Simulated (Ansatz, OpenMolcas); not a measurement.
How methods differ on BCl (SMILES [B]Cl)

BCl has 2 atoms, charge 0, and is taken as a singlet. As SMILES, `[B]Cl`. The shape is that of a GFN2-xTB optimisation.

```xyz
2

B     0.0000    0.0000    0.0000
Cl    0.0000    0.0000    1.5785
```

Quantity: the energy change with the B1–Cl2 bond stretched from 1.579 to 3.946 Å, in eV. The values are calculated.

```csv
level,kind,program,value (eV),less FCI/STO-3G,CPU time (all runs)
HF/STO-3G (restricted),Hartree–Fock,Ansatz,6.30,+2.06,0.14 s
SVWN5/STO-3G (restricted),LDA,Ansatz,5.01,+0.77,0.58 s
BLYP/STO-3G (restricted),GGA,Ansatz,4.29,+0.05,1 s
PBE/STO-3G (unrestricted),GGA,OpenMolcas,4.34,+0.10,40 s
M06-2X/STO-3G (restricted),hybrid meta-GGA,OpenMolcas,5.58,+1.34,7.4 s
wB97M-V/STO-3G (restricted),range-separated hybrid,Ansatz,5.84,+1.60,6.5 s
B2PLYP/STO-3G (restricted),double hybrid,Ansatz,4.73,+0.49,1.2 s
CCSDT(Q)/STO-3G (restricted),coupled cluster or CI,Ansatz,4.29,+0.05,0.73 s
FCI/STO-3G,exact in the basis,Ansatz,4.24,0.00,0.38 s
```

FCI/STO-3G is exact within its basis and frozen core, so for wave-function methods in that basis the difference is their error; functionals converge differently with the basis, so for them it is only a difference. Spin-restricted single references rise too steeply as a bond breaks, Hartree–Fock most of all. The first shape isn't each level's own minimum. The values span 4.24 to 6.30 eV. Spin contamination of the reference (⟨S²⟩ at least 0.1 too high) touches PBE/STO-3G. All rows use very small basis sets, so even the best lies far from the true value. Times are those of the runs behind each value, whatever else they computed, on shared processors of several kinds: orders of magnitude only.
